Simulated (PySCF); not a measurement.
BFH2.
InChI=1S/BFH2/c1-2/h1H2

The closed-shell ground state was solved at several levels (PySCF, density fitting, gas phase, non-relativistic). Geometry: GFN2-xTB; no solvent, vibrations or thermal averaging.

| level | basis functions | total energy (Eh) | HOMO (eV) | LUMO (eV) | gap (eV) | dipole (D) |
| --- | --- | --- | --- | --- | --- | --- |
| PBE0/pcSseg-1 | 44 | -125.7757 | -9.37 | -1.04 | 8.33 | 0.71 |
| wB97X-D/def2-SVPD | 59 | -125.7971 | -11.39 | 0.88 | 12.27 | 0.80 |

(1) What might B3LYP/pcJ-1 (74 basis functions) give for the same quantities?

(2) Over all these levels, which gives the widest orbital gap and which the narrowest?

(3) How far do the dipole and the HOMO energy spread over the levels?

Results:

(1) Total energy -125.9348 Eh, HOMO -9.19 eV, LUMO -1.33 eV, gap 7.86 eV, dipole 0.69 D.

(2) wB97X-D/def2-SVPD (range-separated hybrid) has the widest, 12.27 eV, and B3LYP/pcJ-1 (global hybrid, 20 % exact exchange) the narrowest, 7.86 eV. Functional and basis both differ between the two, so the spread mixes both effects.

(3) The dipole runs from 0.69 to 0.80 D (mean 0.73 D) and the HOMO from -11.39 to -9.19 eV.

wB97X-D is run here without its empirical dispersion term; that term would change no orbital, density or response property at a fixed geometry.
